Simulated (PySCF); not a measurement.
PySCF job for carbon disulfide anion (CS2), SMILES S=C=S (connectivity only; charge and spin as stated), charge -1, multiplicity 2, C-PCM-B3LYP/def2-SVPD. Geometry optimised at PBE0-D3(BJ)/def2-TZVPD. The multiplicity is an assumed one; other spin states were not compared.

```python
import numpy as np
from pyscf import gto, scf, dft
from pyscf.solvent import pcm

mol = gto.M(
    atom='''
    S     0.00000000   -1.54906859    0.07705703
    C     0.00000000    0.00000000   -0.41097082
    S     0.00000000    1.54906859    0.07705703
    ''',
    basis='def2-SVPD',
    charge=-1,
    spin=1,
    max_memory=1600,
    verbose=3,
)
mf = dft.UKS(mol, xc='b3lyp').density_fit(auxbasis='def2-universal-jkfit')
mf.grids.level = 3
mf.conv_tol = 1e-9
mf.max_cycle = 100
mf.kernel()
fine, coarse = mf.grids, dft.Grids(mol).set(level=1).build(with_non0tab=True)
for _ in range(3):  # follow internal instabilities
    mf.grids = coarse
    mo, _, stable, _ = mf.stability(return_status=True, nroots=4)
    mf.grids = fine
    if stable:
        break
    mf.kernel(mf.make_rdm1(mo, mf.mo_occ))
res = {}
for name, eps in {'water': 78.355, 'acetone': 20.493, '2-propanol': 19.264}.items():
    s = mf.PCM()
    s.with_solvent.method, s.with_solvent.eps, s.with_solvent.lebedev_order = 'C-PCM', eps, 29
    s.kernel(mf.make_rdm1())
    res[name] = (s.e_tot, eps, s.dip_moment(), s.mo_energy, s.converged)
    print(f'{name}: electrostatic solvation free energy {(s.e_tot - mf.e_tot) * 627.509474:.3f} kcal/mol')
```

It prints:

```

WARN: HOMO -0.146245014509131 >= LUMO -0.146245014509133

converged SCF energy = -834.275882516722  <S^2> = 0.75545599  2S+1 = 2.0054486
<class 'pyscf.df.df_jk.DFUKS'> wavefunction is stable in the internal stability analysis

WARN: PCM is an experimental feature. It is still in testing.
Features and APIs may be changed in the future.

converged SCF energy = -834.361817864234  <S^2> = 0.75516256  2S+1 = 2.0051559

WARN: System has nonzero charge -1; the dipole moment is origin-dependent.
Location of origin: [0. 0. 0.]

Dipole moment(X, Y, Z, Debye):  0.00000, -0.00000,  0.23890
water: electrostatic solvation free energy -53.925 kcal/mol

WARN: PCM is an experimental feature. It is still in testing.
Features and APIs may be changed in the future.

converged SCF energy = -834.358633539412  <S^2> = 0.75517277  2S+1 = 2.0051661

WARN: System has nonzero charge -1; the dipole moment is origin-dependent.
Location of origin: [0. 0. 0.]

Dipole moment(X, Y, Z, Debye): -0.00000, -0.00000,  0.23095
acetone: electrostatic solvation free energy -51.927 kcal/mol

WARN: PCM is an experimental feature. It is still in testing.
Features and APIs may be changed in the future.

converged SCF energy = -834.35835861187  <S^2> = 0.75517365  2S+1 = 2.005167

WARN: System has nonzero charge -1; the dipole moment is origin-dependent.
Location of origin: [0. 0. 0.]

Dipole moment(X, Y, Z, Debye):  0.00000, -0.00000,  0.23027
2-propanol: electrostatic solvation free energy -51.755 kcal/mol
```

The calculation finished and met its thresholds.
